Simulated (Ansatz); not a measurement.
Stepwise reaction of `FBF` with water, as a gas-phase model of exchange steps in deposition or etching. ΔE in kJ/mol.

Gas-phase electronic energies from Ansatz, PBE0-D4/def2-TZVP geometries. CCSD(T)/CBS adds triple-zeta CCSD(T) − MP2 to the extrapolated MP2 energy (def2 sets, frozen cores). This one scheme is used for every species. DFT in def2-TZVPP. B3LYP here is the variant with VWN-RPA as its local correlation; programs differ in this. One conformer a species, not always the lowest.

```json
{"step": "1", "reaction": "`FBF` + H₂O → `OBF` + H–F", "PBE-D4": "8.0", "B3LYP-D4": "10.7", "ωB97M-V": "10.5", "CCSD(T)/CBS": "9.7"}
{"step": "2", "reaction": "`OBF` + H₂O → `OBO` + H–F", "PBE-D4": "13.4", "B3LYP-D4": "16.4", "ωB97M-V": "15.9", "CCSD(T)/CBS": "14.2"}
```

Problem. By hand: ΔE of the 2 steps together at CCSD(T)/CBS.

Solution. (9.7) + (14.2) = 23.9 kJ/mol, or 11.9 kJ/mol a step.

In ΔE the steps differ by no more than 4.5 kJ/mol. All are uphill at CCSD(T)/CBS. PBE-D4 differs from CCSD(T)/CBS by -1.7 to -0.8 kJ/mol a step. Isolated molecules leave out the surface, adducts and barriers. Largest T1 diagnostic: 0.013.
